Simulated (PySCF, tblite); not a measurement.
Complex of boron trichloride and ammonia

A gas-phase complex of boron trichloride and ammonia; neutral, singlet. The structure comes from a short search (6 tight-binding starts) and was relaxed by PBE0-D3(BJ)/def2-SVPD; another way of binding may lie lower. Frequencies by PBE0-D3(BJ)/def2-SVPD show no clear imaginary mode.

Parts: 1 = boron trichloride (ClB(Cl)Cl), atoms 1–4; 2 = ammonia (N), atoms 5–8.

| atom | part | x (Å) | y (Å) | z (Å) |
| --- | --- | --- | --- | --- |
| Cl1 | 1 | -0.552 | 1.618 | 0.341 |
| B2 | 1 | -0.064 | -0.080 | 0.839 |
| Cl3 | 1 | 1.683 | -0.480 | 0.437 |
| Cl4 | 1 | -1.248 | -1.367 | 0.281 |
| N5 | 2 | -0.143 | -0.093 | 2.440 |
| H6 | 2 | 0.119 | -1.015 | 2.794 |
| H7 | 2 | 0.495 | 0.604 | 2.825 |
| H8 | 2 | -1.094 | 0.122 | 2.745 |

Contacts between parts, classed by geometry: B2···N5 1.603 Å (bond).

The parts are joined by the bond B2–N5, so these are energies of forming such bonds; deforming the relaxed parts to their shape in the adduct costs 24.7 kcal/mol, which the interaction energies leave out.

Interaction energies are complex less parts, with the parts frozen as they stand in it; counterpoise-corrected, in kcal/mol (PySCF).

**Question.** How strongly do the parts interact, level by level?

**Answer.** 
| level | interaction | superposition error removed |
| --- | --- | --- |
| wB97M-D3(BJ)/def2-TZVPD | -50.95 | -0.54 |
| PBE0-D3(BJ)/def2-TZVPD | -52.95 | -0.58 |
| RI-MP2/def2-TZVPD | -51.20 | -3.60 |

**Question.** What holds them together? Decompose the wB97M-D3(BJ)/def2-TZVPD energy: frozen parts, their antisymmetrised product, then relaxation.

**Answer.** electrostatic -125.5, Pauli repulsion +193.7, orbital relaxation -116.3, dispersion correction -3.4 kcal/mol, which sum to the value before the counterpoise correction; the Pauli term holds the exchange-correlation of the frozen density too. Of the attraction, 51 % is electrostatic, 47 % is orbital relaxation, 1 % is dispersion correction.

The parts were also relaxed and run alone, at the levels used for the complex: shieldings by PBE0/pcSseg-2; core levels by delta-SCF with SCAN, pcX-2 on the ionised atom and pcseg-1 elsewhere, spin-free X2C (2p3/2 is the spin-free 2p value less a third of a first-order spin-orbit splitting).

**Question.** How do these values change when the complex forms?

**Answer.** 
| property | alone | in the complex | change |
| --- | --- | --- | --- |
| shielding of B2 (ppm) | 46.2 | 91.7 | +45.6 |
| shielding of N5 (ppm) | 262.5 | 182.1 | -80.4 |
| Cl1 2p3/2 core level (eV) | 207.09 | 205.67 | -1.42 |
| B2 1s core level (eV) | 199.89 | 198.94 | -0.95 |
| N5 1s core level (eV) | 405.54 | 409.31 | +3.77 |

The core-hole state of B2 is spin-contaminated (⟨S²⟩ 0.81 against 0.75 for a pure doublet), so that value and differences from it are less sure.

**Question.** What are the binding energy from relaxed parts (wB97M-D3(BJ)/def2-TZVPD), and ΔH and ΔG of association at 298.15 K and 1 atm?

**Answer.** -26.27 kcal/mol, -22.13 with zero-point energy; ΔH -23.3 and ΔG -12.5 kcal/mol, from harmonic vibrations by PBE0-D3(BJ)/def2-SVPD with low modes damped.

The 6 runs behind this took 9.7 min in all, one thread each of Arm Neoverse V1 on a shared host, launched as `OMP_NUM_THREADS=1 python cluster_run.py task.json out`.
